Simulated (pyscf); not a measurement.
Elementary routes open to H₂C=SiH₂ (SMILES C=[SiH2]) + HCl (SMILES Cl) in the gas phase (singlet surface):
A. H₃C–SiH₂–Cl (SMILES C[SiH2]Cl) (Cl–H broken; C–H, Cl–Si formed)
B. H₂C=SiH–Cl (SMILES C=[SiH]Cl) + H₂ (SMILES [H][H]) (H–Si, Cl–H broken; Cl–Si, H–H formed)

PySCF, gas phase, ωB97X-D3(BJ)/def2-SVP geometries.

Problem. Rank the routes by free-energy barrier at 900 K, lowest first, for ωB97M-D3(BJ)/def2-TZVP energies (ideal gas, 1 atm, RRHO with modes under 100 cm⁻¹ raised to 100, one conformer, R ln 2 for chiral ones without a mode under 150 cm⁻¹).

Solution. A (30.5 kcal/mol), B (55.1 kcal/mol)

Route A is the fastest of these, ahead of the next by 24.7 kcal/mol. The most stable products are those of A (ΔG = -46.2 kcal/mol), so kinetics and thermodynamics agree. At 298 K A is still the fastest. A: On the reactant side the descent ends in a complex, 4.7 kcal/mol under the separated species and 6.5 kcal/mol under the saddle at ωB97X-D3(BJ)/def2-TZVP. On the product side the descent ends in a point that may be a rotor saddle (no frequency run), 1.6 kcal/mol over the lowest minimum found and 84.1 kcal/mol under the saddle at ωB97X-D3(BJ)/def2-TZVP. B: On the reactant side the descent ends in a complex, 4.7 kcal/mol under the separated species and 31.9 kcal/mol under the saddle at ωB97X-D3(BJ)/def2-TZVP. Only these routes are compared; each barrier is that of the saddle found, and lower ones may exist.
